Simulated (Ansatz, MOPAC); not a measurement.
Barrier height from CH3 (SMILES [CH3]) + H2O (SMILES O) to the transition structure CH5O, without zero-point energy, on the benchmark's geometries as Psi4's copy of the set gives them.
Transition structure (charge 0, multiplicity 2):
```xyz
7

C     -1.2115     0.0080     0.0004
O      1.2940    -0.1087     0.0001
H      0.0095    -0.1180     0.0028
H     -1.5255    -0.2333     1.0101
H     -1.4307     1.0332    -0.2781
H     -1.5527    -0.7101    -0.7377
H      1.4166     0.8499    -0.0006
```
Reactant (charge 0, multiplicity 2):
| atom | x (Å) | y (Å) | z (Å) |
|---|---|---|---|
| C | 0.0000 | 0.0000 | 0.0000 |
| H | 0.0000 | 0.0000 | 1.0773 |
| H | 0.0000 | 0.9330 | -0.5387 |
| H | 0.0000 | -0.9330 | -0.5387 |
Reactant (charge 0, multiplicity 1):
```csv
atom,x (Å),y (Å),z (Å)
O,0.0000,0.0000,-0.0656
H,0.0000,-0.7567,0.5202
H,0.0000,0.7567,0.5202
```

Open shells are unrestricted; no spin–orbit coupling.

The state that AM1 reach isn't checked.

Run with Ansatz (Gaussian basis) for Hartree–Fock, density functionals and correlated methods; MOPAC for AM1 (differences of heats of formation). Values without a source in brackets are computed.

Task: One of these levels gives 0.512 eV for the barrier height. Name it.
A) PBE/def2-TZVPPD
B) AM1
C) revPBE/def2-TZVPPD
D) SVWN5/def2-TZVPPD

Result: C, revPBE/def2-TZVPPD. The others give 1.409 (AM1), 0.098 (SVWN5/def2-TZVPPD), 0.390 (PBE/def2-TZVPPD)

Ansatz is a first-principles code.
